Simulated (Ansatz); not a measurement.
The same path of C₃H₆S₂ (11 atoms, charge 0, multiplicity 1) was run 3 times with different band settings. Lost on the way: C4–H11. Made: S5–H11.

Level of theory: UHF/def2-SVP (Ansatz).

Relaxed end points:

```xyz
11
Properties=species:S:1:pos:R:3
C 0.837 -1.071 0.566
C 0.478 0.396 0.750
S 0.264 1.318 -0.811
C -1.311 0.800 -1.326
S -2.024 1.253 -2.712
H 0.999 -1.545 1.536
H 1.747 -1.176 -0.025
H 0.042 -1.616 0.056
H 1.277 0.929 1.265
H -0.425 0.519 1.349
H -1.820 0.138 -0.628
```

```xyz
11
Properties=species:S:1:pos:R:3
C 1.015 -1.103 0.696
C 0.675 0.367 0.876
S 0.246 1.219 -0.679
C -1.307 0.638 -0.978
S -2.034 1.231 -2.399
H 1.280 -1.545 1.659
H 1.859 -1.233 0.017
H 0.163 -1.650 0.294
H 1.526 0.925 1.266
H -0.160 0.506 1.558
H -3.198 0.587 -2.288
```

Common settings: climbing image yes; spring 5.0 eV/Å²; optimiser quadratic models (default); start path through a guess of the saddle point; end points relaxed.

| run | movable images | force threshold | iteration limit |
| --- | --- | --- | --- |
| 1 | 7 | 0.03 eV/Å | 51 |
| 2 | 7 | 0.5 eV/Å | 60 |
| 3 | 2 | 0.03 eV/Å | 60 |

**Question.** What does each run give, and how far can it be trusted?

**Answer.** Run 1: converged after 20 iterations, highest image 3.399 eV above the first end. Neighbouring images differ by up to 1.9 eV, so the band resolves the path poorly. A vibrational analysis at the climbing image gives one clearly imaginary mode, 2089i cm⁻¹: a first-order saddle point.
Run 2: converged after 8 iterations, highest image 3.421 eV above the first end. The threshold of 0.5 eV/Å is loose, so the images may lie well off the minimum-energy path. Neighbouring images differ by up to 1.6 eV, so the band resolves the path poorly. The order of the stationary point at the top wasn't checked.
Run 3: converged after 22 iterations, highest image 3.400 eV above the first end. Neighbouring images differ by up to 3.2 eV, so the band resolves the path poorly. Another band between the same ends (7 images) ends at a top of the same energy, where a vibrational analysis finds 1 clearly imaginary mode. So few images can step over the top or miss a turn of the path.
